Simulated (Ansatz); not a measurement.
in.yaml

```yaml
crystal:
  periodic: [false, false, false]
  atoms:
    - {symbol: H, position_ang: [-2.424341, 0.054876, 0.000000]}
    - {symbol: H, position_ang: [-1.537341, 0.054876, 0.000000]}
    - {symbol: Si, position_ang: [0.091659, 0.054876, 0.000000]}
    - {symbol: H, position_ang: [0.703839, -0.819409, 1.090012]}
    - {symbol: H, position_ang: [0.703839, -0.819409, -1.090012]}
basis:
  gaussian: {orbitals: 6-31G}
correlation: {method: fci, electrons: outside_noble_gas}
```

```sh
$ ansatz run in.yaml --threads 1 --pin off --events-out ev --progress --plain --max-ram 2393MiB
```

The program prints:

```
451 factors; integrals over basis functions are off by at most 7.7e-8 eV
mean field evaluation 1: about -7919.2262 eV, gradient 8.3e0 eV
mean field evaluation 2: about -7919.2270 eV, gradient 8.3e0 eV
mean field evaluation 4: about -7919.6420 eV, gradient 4.1e-1 eV
mean field evaluation 8: about -7919.6435 eV, gradient 1.6e-6 eV
mean field -7919.64345479 eV, -291.0415288363 hartree, gradient 1.6e-6 eV, S^2 0.000000; 0 other end points of the search recorded, 0 dependent functions left out; unrestricted orbitals would lower it
mean field evaluation 16: about -7919.8596 eV, gradient 3.8e-1 eV
5 core orbitals not correlated: weight in the atoms' cores, before any rotation towards them, 1.000 or more for the frozen orbitals, at most 0.000 for the correlated occupied ones
reference -7919.64345479 eV, -291.0415288363 hartree; 4, 4 occupied and 12, 12 virtual orbitals, 451 factors
state -7922.41663232 eV, -291.1434412308 hartree
Total energy: -7922.41663232 eV, -291.1434412308 hartree
```

Natural occupations: 1.9765 1.9666 1.9601 1.8647 0.1200 0.0392 0.0283 0.0191 0.0073 0.0052 0.0046 0.0032 0.0016 0.0014 0.0011 0.0008.

Ran on 1 thread of Arm Neoverse V1, shared host: 5.5 s wall, 0.21 GiB peak host memory.
